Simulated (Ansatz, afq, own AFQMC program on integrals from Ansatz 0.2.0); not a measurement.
AFQMC on a folder of integrals that Ansatz 0.2.0 wrote.

```yaml
crystal:
  periodic: [false, false, false]
  atoms:
    - {symbol: Si, position_ang: [0.000000, 0.000000, 0.000000]}
    - {symbol: C, position_ang: [0.000000, 0.000000, 1.327000]}
basis:
  gaussian: {orbitals: 6-31G}
magnetization: {spin_polarized: false}
correlation: {method: ccsd_t, electrons: outside_noble_gas, hamiltonian_folder: ham}
```

```sh
$ ansatz run in.yaml --threads 1 --pin off --events-out ev --progress --plain --max-ram 24576MiB --backend cuda --devices 0, --max-vram 18GiB
```

Options of the walk:

```
--method phaseless --trial cisd --walkers 4000 --populations 20 --least-time 60 --time-step 0.005 --steps-per-block 50 --equilibration-blocks 28 --max-blocks 4000 --target-error 0.00017 --factor-cut 1e-05 --seed 5372 --release-times 0.24,0.51,0.99,1.62,2.4 --release-step 0.03 --release-every 3 --taylor-order 6
```

Times are imaginary, in 1/Eh. The walk had a cap of 122 s. With eight or more populations the least sampling time is a fifth of least-time, and the error comes from their spread.

Output of the walk:

```
orbitals 16  electrons 4 4  factors 96 of 270
reference energy -326.32057211 Eh
CCSD correlation -0.17791265 Eh in 14 cycles, weight of the determinant in the CISD state 0.7066
energy of the start -326.498488 Eh
 block  time / (1/Eh)  mean weight  energy / Eh
     1     0.250  1.0000  -326.496762
     2     0.500  1.0000  -326.497808
     3     0.750  1.0001  -326.499569
     4     1.000  1.0001  -326.501677
     5     1.250  0.9999  -326.502536
    10     2.500  1.0001  -326.506454
    31     7.750  1.0000  -326.509015
    56    14.000  0.9999  -326.510172
    81    20.250  0.9999  -326.509506
   106    26.500  1.0001  -326.509353
   131    32.750  1.0001  -326.510662
   156    39.000  0.9999  -326.507958
   176    44.000  1.0000  -326.512066
   181    45.250  1.0000  -326.511654
   196    49.000  1.0002  -326.506379
   206    51.500  0.9999  -326.507447
error from the spread of 20 populations
released: time / (1/Eh)  energy / Eh  error  mean overlap
  0.24  -326.509731  0.000154  0.9998
  0.51  -326.510353  0.000139  1.0000
  0.99  -326.511027  0.000120  1.0007
  1.62  -326.511544  0.000155  1.0023
  2.40  -326.509998  0.001947  1.0017
energy -326.509187 +/- 0.000168 Eh
(rows thinned)
```

The run passed its tests (sampling time, drift between the halves within three errors, error under three times the target), which doesn't prove that it has relaxed.

Against this walk (error 4.6 meV) on the same determinant: CCSD(T) 126.5 meV lower, CCSDT(Q) 138.6 meV lower, CCSDTQ 114.4 meV lower, full CI 122.4 meV lower. The error is statistical and leaves out the bias of the constraint. The released energies are still falling (meV from the phaseless value at times in 1/Eh: -15 ± 4 at 0.24, -32 ± 4 at 0.51, -50 ± 3 at 0.99, -64 ± 4 at 1.62, -22 ± 53 at 2.40), so they give no level; they do show a bias of the constraint, and the last of them that isn't too noisy lies 58 meV above full CI. Full CI is exact here, so the walk's 122 meV above it is the walk's own error: the bias of the constraint with this trial. The determinant is a poor start (see the cautions), so the low cluster orders aren't to be relied on, and full CI is the sure value.

Cautions: constraint bias not in the error; restricted determinant unstable towards unrestricted (UHF 1.28 eV lower, ⟨S²⟩ 1.49); strong correlation (T1 0.108, weight of the determinant 0.71, largest double 0.23); (T) is large, 9 % of the CCSD correlation.

The walk took 47 s on 1 × NVIDIA H100 80GB HBM3 with 2 threads of AMD EPYC 7R13 Processor (Zen 3), on a shared host (the card was shared). The log's last line is the phaseless energy.

CCSDT and higher add their correlation energy to the determinant of the CCSD(T) run, since their own runs factorise the integrals more tightly (a shift of under 2 meV). A walk keeps the symmetry of its determinant, which the program's search chose and which needn't be the lowest solution, so a lower state of the same spin and another symmetry isn't excluded.
